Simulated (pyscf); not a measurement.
Optimised with ωB97X-D3(BJ)/def2-SVP in PySCF. Correlated levels are frozen-core, on RHF or UHF. ΔMP2 is the change of the MP2 total energy from the triple- to the quadruple-zeta basis.

Problem. PBE/def2-TZVP puts the barrier of silylamine (H₂N–SiH₃) + hydrogen fluoride (HF) → F–SiH₃ + ammonia (NH₃) (four-centre exchange; singlet surface; N–Si, F–H broken, F–Si, H–N formed) at 1.0 kcal/mol and the reaction energy at -20.9 kcal/mol, from the separated reactants. What do M06-2X/def2-TZVP, ωB97M-D3(BJ)/def2-TZVP, CCSD(T)/def2-TZVPP + ΔMP2(QZVPP) give on the same structures?

Solution. M06-2X: ΔE‡ = 6.5 kcal/mol, ΔE = -20.8 kcal/mol; ωB97M-D3(BJ): ΔE‡ = 5.4 kcal/mol, ΔE = -21.0 kcal/mol; CCSD(T): ΔE‡ = 8.9 kcal/mol, ΔE = -20.2 kcal/mol. PBE's barrier lies under all of them, by 4.3 to 7.9 kcal/mol. Its reaction energy matches one of them and lies within 0.7 kcal/mol of the others. Low barriers are usual for a GGA, whose delocalisation error favours stretched bonds. On the reactant side the descent ends in a bound adduct, 10.6 kcal/mol under the separated species and 15.9 kcal/mol under the saddle at ωB97X-D3(BJ)/def2-TZVP. On the product side the descent ends in a complex (not fully relaxed), 4.2 kcal/mol under the separated species and 29.9 kcal/mol under the saddle at ωB97X-D3(BJ)/def2-TZVP. At ωB97X-D3(BJ) the barrier from the zero used here is 5.3 kcal/mol. One saddle was located; it need not be the lowest between these sides. The CCSD(T) − MP2 part came from Ansatz, without density fitting, on the same reference.
